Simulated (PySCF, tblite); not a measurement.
# H₂SO₄: bond homolysis, EPR parameters, part 3 of 3

tblite 0.8.0 and PySCF 2.14.0. Atoms count from 0. The steps go on from the part before.

### 18 Relaxing the molecule at PBE0-D3(BJ)/def2-SVP

This step treats HO radical, labelled `[OH]` (the label fixes atoms and charge, not where charge and spin sit).

Job settings and geometry (Å):

```
{"job": {"xc": "PBE0", "basis": "def2-SVP", "d3": "d3bj", "grid": 1, "kind": "geom"}, "charge": 0, "multiplicity": 2}
O      0.176913     1.252422    -0.499174
H      0.293823     1.835907     0.258374
```

Log:

```text
step   0  E = -75.58765255  max force = 0.010261
step   1  E = -75.58781049  max force = 0.001507
step   2  E = -75.58781393  max force = 0.000093
optimisation converged
```

It took 0.47 s on 1 thread of Arm Neoverse V1, shared host.

Along the way:

```
step  energy from step 0 (eV)  largest force component (eV/Å)
   0                   0.0000                          0.5276
   1                  -0.0043                          0.0775
   2                  -0.0044                          0.0048
```

The bond:

```
 bond  before (Å)  after (Å)  change (Å)
O0–H1       0.963      0.976      +0.013
```

The end geometry stands in the next job.

```
                         at the end point         value
  point group (found at 0.08 Å tolerance)         Cinfv
rotational constants (GHz, main isotopes)  559.0, 559.0
                        dipole moment (D)          1.74
                                     ⟨S²⟩         0.752
```

### 19 Harmonic vibrations (HO radical): PBE0-D3(BJ)/def2-SVP

Job settings and geometry (Å):

```
{"job": {"xc": "PBE0", "basis": "def2-SVP", "d3": "d3bj", "grid": 2, "kind": "hessian"}, "charge": 0, "multiplicity": 2}
O      0.174045     1.247410    -0.503241
H      0.296606     1.840916     0.262440
```

Log:

```text
coarse grid: 1712 points
cycle   1  E = -75.5506042699  dE = -1.200e-01  |g| = 2.258e-01  |ddm| = 8.831e-01
cycle   2  E = -75.5543294655  dE = -3.725e-03  |g| = 2.136e-01  |ddm| = 3.350e-01
cycle   3  E = -75.5720921156  dE = -1.776e-02  |g| = 1.606e-02  |ddm| = 1.663e-01
cycle   4  E = -75.5722066007  dE = -1.145e-04  |g| = 3.482e-03  |ddm| = 1.289e-02
cycle   5  E = -75.5722140559  dE = -7.455e-06  |g| = 7.098e-04  |ddm| = 3.459e-03
final grid: 16584 points
cycle   6  E = -75.5878083763  dE = -7.479e-06  |g| = 1.607e-03  |ddm| = 5.144e-03
cycle   7  E = -75.5878086507  dE = -2.743e-07  |g| = 1.563e-03  |ddm| = 2.357e-03
cycle   8  E = -75.5878096113  dE = -9.606e-07  |g| = 1.488e-04  |ddm| = 1.148e-03
cycle   9  E = -75.5878096434  dE = -3.211e-08  |g| = 2.629e-05  |ddm| = 3.166e-04
cycle  10  E = -75.5878096445  dE = -1.140e-09  |g| = 5.316e-06  |ddm| = 6.433e-05
cycle  11  E = -75.5878096446  dE = -3.045e-11  |g| = 1.259e-06  |ddm| = 9.501e-06
converged SCF energy = -75.5878096446

mode    cm-1
  1    3752.3
ZPE 22.444  H(298)-E 31.120  G(298)-E -23.756 kJ/mol  S 184.06 J/(mol K)
```

Wall time 1.1 s (1 thread of Arm Neoverse V1, shared host).

Zero-point energy 22.44 kJ/mol (xTB gave 21.39).

### 20 Single point (HSO₃ radical): M06-2X/def2-TZVP

Geometry: PBE0-D3(BJ)/def2-SVP.

Job settings and geometry (Å):

```
{"job": {"kind": "sp", "xc": "M06-2X", "basis": "def2-TZVP", "grid": 3}, "charge": 0, "multiplicity": 2}
O     -0.190727    -0.009479    -1.363960
S      0.306357    -0.141986     0.010600
O      0.020181     0.831378     1.059259
O     -0.232329    -1.578464     0.588838
H     -0.346297    -2.173906    -0.170430
```

Log:

```text
coarse grid: 24328 points
cycle   1  E = -624.2102899007  dE =  1.090e+00  |g| = 7.233e-01  |ddm| = 1.722e+00
cycle   2  E = -623.9860431475  dE =  2.242e-01  |g| = 1.105e+00  |ddm| = 1.019e+00
cycle   3  E = -624.4063330658  dE = -4.203e-01  |g| = 8.771e-02  |ddm| = 6.028e-01
cycle   4  E = -624.4082129475  dE = -1.880e-03  |g| = 5.442e-02  |ddm| = 6.911e-02
cycle   5  E = -624.4092868116  dE = -1.074e-03  |g| = 8.051e-03  |ddm| = 3.234e-02
cycle   6  E = -624.4093401072  dE = -5.330e-05  |g| = 5.090e-03  |ddm| = 9.902e-03
cycle   7  E = -624.4093566567  dE = -1.655e-05  |g| = 3.437e-03  |ddm| = 5.291e-03
cycle   8  E = -624.4093679511  dE = -1.129e-05  |g| = 8.652e-04  |ddm| = 4.790e-03
cycle   9  E = -624.4093696798  dE = -1.729e-06  |g| = 2.795e-04  |ddm| = 2.428e-03
final grid: 70936 points
cycle  10  E = -624.4093204018  dE = -3.443e-06  |g| = 7.499e-04  |ddm| = 5.435e-03
cycle  11  E = -624.4093204365  dE = -3.464e-08  |g| = 8.068e-04  |ddm| = 9.265e-04
cycle  12  E = -624.4093206479  dE = -2.114e-07  |g| = 1.596e-04  |ddm| = 4.679e-04
cycle  13  E = -624.4093206613  dE = -1.342e-08  |g| = 8.248e-05  |ddm| = 1.690e-04
cycle  14  E = -624.4093206646  dE = -3.355e-09  |g| = 4.317e-05  |ddm| = 8.866e-05
converged SCF energy = -624.4093206646
```

Run time: 13 s. Hardware: 1 thread of Arm Neoverse V1, shared host; peak memory 0.56 GiB.

### 21 Single point (HO radical): M06-2X/def2-TZVP

Geometry: PBE0-D3(BJ)/def2-SVP.

Job settings and geometry (Å):

```
{"job": {"kind": "sp", "xc": "M06-2X", "basis": "def2-TZVP", "grid": 3}, "charge": 0, "multiplicity": 2}
O      0.174045     1.247410    -0.503241
H      0.296606     1.840916     0.262440
```

Log:

```text
coarse grid: 7656 points
cycle   1  E = -75.7171766966  dE = -1.804e-01  |g| = 1.820e-01  |ddm| = 6.292e-01
cycle   2  E = -75.7265016782  dE = -9.325e-03  |g| = 1.250e-01  |ddm| = 1.973e-01
cycle   3  E = -75.7317174623  dE = -5.216e-03  |g| = 2.581e-02  |ddm| = 7.290e-02
cycle   4  E = -75.7319661170  dE = -2.487e-04  |g| = 4.869e-03  |ddm| = 1.376e-02
cycle   5  E = -75.7319875980  dE = -2.148e-05  |g| = 1.283e-03  |ddm| = 5.381e-03
cycle   6  E = -75.7319897291  dE = -2.131e-06  |g| = 2.981e-04  |ddm| = 1.949e-03
final grid: 23896 points
cycle   7  E = -75.7320191427  dE = -1.075e-06  |g| = 3.925e-04  |ddm| = 1.093e-03
cycle   8  E = -75.7320192059  dE = -6.318e-08  |g| = 2.511e-04  |ddm| = 3.348e-04
cycle   9  E = -75.7320192297  dE = -2.379e-08  |g| = 8.041e-05  |ddm| = 1.571e-04
cycle  10  E = -75.7320192355  dE = -5.822e-09  |g| = 1.812e-05  |ddm| = 9.094e-05
converged SCF energy = -75.7320192355
```

It took 0.67 s on 1 thread of Arm Neoverse V1, shared host.

### 22 Bond homolysis: M06-2X/def2-TZVP

This step combines the energies above: geometries from PBE0-D3(BJ)/def2-SVP, zero-point and thermal terms from PBE0-D3(BJ)/def2-SVP.

Job settings and geometry (Å):

```
{"job": {"kind": "bd", "cap": 8, "geom": {"xc": "PBE0", "basis": "def2-SVP", "d3": "d3bj", "grid": 1}, "hess": 1, "level": {"xc": "M06-2X", "basis": "def2-TZVP", "grid": 3}}, "charge": 0, "multiplicity": 1}
O     -1.007413    -0.766755    -1.153306
S     -0.448339    -0.140631     0.012216
O     -1.164288     0.088955     1.235901
O      0.160786     1.259123    -0.493135
O      0.885733    -0.934201     0.431075
H      0.304436     1.826669     0.280632
H      1.274124    -1.325145    -0.367413
```

Output (the driver's rows laid out field by field):

```text
homolysis bond by bond, M06-2X/def2-TZVP // PBE0-D3(BJ)/def2-SVP

row 1
  atoms                   3 5
  elements                O H
  length                  0.9703
  fragments               formula HO4S, charge 0, multiplicity 2, smiles [O]S(=O)(=O)O, kept yes, pieces 1, point_group Cs, largest_spin O 0.514; formula H, charge 0, multiplicity 2, smiles [H], kept yes, pieces 1
  electronic              496.58
  zero_kelvin             461.42
  enthalpy                467.25
  free_energy             430.25

row 2
  atoms                   1 3
  elements                S O
  length                  1.608
  fragments               formula HO3S, charge 0, multiplicity 2, smiles [O][S@@](=O)O, kept yes, pieces 1, point_group C1, largest_spin S 0.362; formula HO, charge 0, multiplicity 2, smiles [OH], kept yes, pieces 1, point_group Cinfv, largest_spin O 1.029
  electronic              410.66
  zero_kelvin             387.83
  enthalpy                394.07
  free_energy             341.62
```

Wall time 4.7 min (1 thread of Arm Neoverse V1, shared host).

Some single points behind these values are not shown above.

Dissociation energies (kJ/mol, gas phase, 298 K for the thermal columns):

```
 bond             fragments  electronic  enthalpy  free energy
O3–H5   [O]S(=O)(=O)O + [H]       496.6     467.2        430.2
S1–O3  [O][S@@](=O)O + [OH]       410.7     394.1        341.6
```

### 23 EPR parameters (HSO₃ radical): UKS B3LYP, pcH-1 on H O S

Job settings and geometry (Å):

```
{"job": {"kind": "epr", "basis": "pcH-1"}, "charge": 0, "multiplicity": 2}
O     -0.190727    -0.009479    -1.363960
S      0.306357    -0.141986     0.010600
O      0.020181     0.831378     1.059259
O     -0.232329    -1.578464     0.588838
H     -0.346297    -2.173906    -0.170430
```

Method: UKS B3LYP, pcH-1 on H O S, non-relativistic, mean-field spin-orbit, GIAO.

Log:

```text
UKS, coarse grid
  cycle   1  E = -624.09445656  |g| = 8.99e-01
  cycle   2  E = -623.32709944  |g| = 1.71e+00
  cycle   3  E = -624.35641317  |g| = 2.23e-01
  cycle   4  E = -624.36882078  |g| = 1.31e-01
  cycle   5  E = -624.37443362  |g| = 3.16e-02
  cycle   6  E = -624.37469533  |g| = 1.94e-02
  cycle   7  E = -624.37484039  |g| = 3.72e-03
  cycle   8  E = -624.37484933  |g| = 8.79e-04
UKS, final grid
  cycle   1  E = -624.37493943  |g| = 7.28e-04
  cycle   2  E = -624.37493924  |g| = 1.15e-03
  cycle   3  E = -624.37493968  |g| = 3.22e-04
  cycle   4  E = -624.37493972  |g| = 1.22e-04
  cycle   5  E = -624.37493972  |g| = 1.21e-04
  cycle   6  E = -624.37493973  |g| = 2.55e-05
internal stability: stable
E = -624.37493973 Eh   <S^2> = 0.7547 (exact 0.7500)
g shifts (ppm)      1          2          3
  rmc          -327       -327       -327
  gc             19        101        103
  oz_so          44        288       6169
  total        -265         61       5946
hyperfine (MHz)  atom isotope    a_iso     a_fc   dipolar eigenvalues
    0   17O     -16.20     -15.73    -93.43     45.79     47.64
    1   33S     302.59     303.11    -33.87    -32.16     66.03
    2   17O     -15.49     -15.10    -96.65     47.77     48.88
    3   17O     -41.79     -41.47    -49.60     24.05     25.55
    4    1H      -9.25      -9.34    -12.28     -3.18     15.46
```

Wall time 25 s (1 thread of Arm Neoverse V1, shared host).

Principal g values 2.00205, 2.00238, 2.00826; g(iso) = 2.00423, against 2.00232 for a free electron.

Hyperfine couplings; where a row names several nuclei, a(iso) is their mean (it holds for fast rotation or exchange) and the dipolar term the largest among them:

```
nuclei  isotope  a(iso) (MHz)  a(iso) (G, at g = 2.0023)  largest dipolar term (MHz)
    S1      33S         302.6                      108.0                        66.0
    O3      17O         -41.8                      -14.9                       -49.6
O0, O2      17O         -15.8                       -5.7                       -96.7
    H4       1H          -9.2                       -3.3                        15.5
```

Mulliken spin populations:

```
atom  value (e)
  O0       0.25
  S1       0.37
  O2       0.26
  O3       0.12
  H4       0.00
```

In first order the couplings over 0.8 MHz of 1H give 2 distinct lines over 3.3 G, if the averaged nuclei exchange fast.

### 24 Spectra of the species

Job settings and geometry (Å):

```
{"job": {"kind": "bd", "cap": 8, "geom": {"xc": "PBE0", "basis": "def2-SVP", "d3": "d3bj", "grid": 1}, "hess": 1, "level": {"xc": "M06-2X", "basis": "def2-TZVP", "grid": 3}, "spectra": true}, "charge": 0, "multiplicity": 1}
O     -1.007413    -0.766755    -1.153306
S     -0.448339    -0.140631     0.012216
O     -1.164288     0.088955     1.235901
O      0.160786     1.259123    -0.493135
O      0.885733    -0.934201     0.431075
H      0.304436     1.826669     0.280632
H      1.274124    -1.325145    -0.367413
```

Log:

```text
epr [O][S@@](=O)O +0: UKS B3LYP, pcH-1 on H O S, non-relativistic, mean-field spin-orbit, GIAO
```

It took 25 s on 1 thread of Arm Neoverse V1, shared host.

This step only lists the spectra that were run on the species above.

### 25 Results

This closing draws on all 3 parts.

| quantity | value |
| --- | --- |
| strongest single infrared mode (GFN2-xTB) | 1346 cm⁻¹, 564 km/mol |
| zero-point energy (GFN2-xTB) | 22.3 kcal/mol |
| point group | C2 |
| rotational constants (main isotopes) | 4.98, 4.90, 4.73 GHz |
| surface potential, 1st and 99th percentile | -1.19 V and 3.53 V |
| bond enthalpy (ΔH), O3–H5 (M06-2X/def2-TZVP) | 467.2 kJ/mol |
| bond enthalpy (ΔH), S1–O3 (M06-2X/def2-TZVP) | 394.1 kJ/mol |

All 15 modes are real, so the xTB geometry is a minimum. The strongest single mode, at 1346 cm⁻¹, has its largest shares on S1, O2 and O0 (the list is cut at 3 atoms). Unscaled tight-binding wavenumbers are off by several per cent, some by more. Its intensities can rank the bands wrongly. Over 6 steps the energy fell by 0.094 eV; of the close pairs, S1–O3 changed most, 1.585 to 1.608 Å (PBE0/def2-SVP). At M06-2X/def2-TZVP the bond enthalpy (ΔH) runs from 394.1 kJ/mol (S1–O3) to 467.2 kJ/mol (O3–H5).
